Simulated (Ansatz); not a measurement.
A nudged elastic band was laid between two geometries of C3H6N2S (12 atoms, charge 0, multiplicity 1).

Theory: RKS PBE-D4/6-31G (Ansatz 0.2.0).

```json
{
  "movable images": "5",
  "climbing image": "yes",
  "spring": "5.0 eV/Å²",
  "optimiser": "quadratic models (default)",
  "start path": "through a guess of the saddle point",
  "force threshold": "0.05 eV/Å",
  "iteration limit": "60",
  "end points": "relaxed"
}
```

Initial state:

```xyz
12
Properties=species:S:1:pos:R:3
C 0.840 -0.965 1.589
N 1.067 0.083 0.591
C 0.120 0.382 -0.330
N -1.065 -0.172 -0.508
C -1.472 0.633 -1.673
S 0.233 1.680 -1.666
H 1.780 -1.505 1.787
H 0.097 -1.668 1.181
H 0.447 -0.557 2.538
H 1.908 0.649 0.636
H -1.556 0.078 -2.617
H -2.321 1.308 -1.495
```

Final state:

```xyz
12
Properties=species:S:1:pos:R:3
C 0.932 -0.981 1.600
N 0.984 0.092 0.614
C 0.016 0.332 -0.303
N -0.079 1.313 -1.179
C -1.339 0.877 -1.806
S -1.494 -0.723 -0.614
H 1.951 -1.343 1.812
H 0.352 -1.825 1.191
H 0.462 -0.665 2.551
H 1.740 0.774 0.654
H -2.198 1.541 -1.634
H -1.250 0.553 -2.853
```

Problem. What changes between the two ends?

Solution. No bond is made or broken. The dihedral H10–N2–C3–N4 goes from -176 to 2°.

Problem. What energy profile does the band end with?

Solution. The forces met the threshold. The highest image is number 3 of 0 to 6, 9.7 kcal/mol above the first end and 9.1 kcal/mol above the last; the last end lies 0.5 kcal/mol above the first. A vibrational analysis at the climbing image gives 2 clearly imaginary modes (227i, 65i cm⁻¹): a point of higher order, so a lower path passes nearby. Limits of this set-up: no polarisation functions.

```json
{"image": "0", "path coordinate (Å)": "0.00", "energy (kcal/mol)": "0.0", "dihedral H10–N2–C3–N4 (°)": "-176"}
{"image": "1", "path coordinate (Å)": "1.16", "energy (kcal/mol)": "0.4", "dihedral H10–N2–C3–N4 (°)": "-173"}
{"image": "2", "path coordinate (Å)": "2.32", "energy (kcal/mol)": "5.5", "dihedral H10–N2–C3–N4 (°)": "-144"}
{"image": "3", "path coordinate (Å)": "3.48", "energy (kcal/mol)": "9.7", "dihedral H10–N2–C3–N4 (°)": "-98"}
{"image": "4", "path coordinate (Å)": "4.39", "energy (kcal/mol)": "6.3", "dihedral H10–N2–C3–N4 (°)": "-41"}
{"image": "5", "path coordinate (Å)": "5.29", "energy (kcal/mol)": "2.0", "dihedral H10–N2–C3–N4 (°)": "-13"}
{"image": "6", "path coordinate (Å)": "6.20", "energy (kcal/mol)": "0.5", "dihedral H10–N2–C3–N4 (°)": "2"}
```

Problem. What is the geometry of the highest image?

Solution. 
```xyz
12
Properties=species:S:1:pos:R:3:forces:R:3
C 0.995 -1.078 1.467 0.00 -0.01 0.00
N 0.822 0.250 0.866 0.01 0.00 0.02
C -0.015 0.460 -0.186 -0.01 0.00 -0.01
N -1.280 0.790 -0.221 0.01 0.00 0.00
C -1.475 0.773 -1.696 -0.01 0.00 0.01
S 0.354 0.270 -2.094 0.00 0.00 0.00
H 1.985 -1.138 1.945 0.00 0.00 0.00
H 0.945 -1.857 0.686 0.00 0.00 0.00
H 0.220 -1.292 2.225 0.00 0.00 0.00
H 1.434 1.003 1.165 0.00 0.01 -0.01
H -2.185 0.001 -2.020 0.00 0.00 0.00
H -1.722 1.763 -2.103 0.00 0.00 0.00
```

Run time: 3.2 min on 1 thread of Intel(R) Xeon(R) 6975P-C (Granite Rapids), with other jobs on the host, peak memory 0.15 GiB.
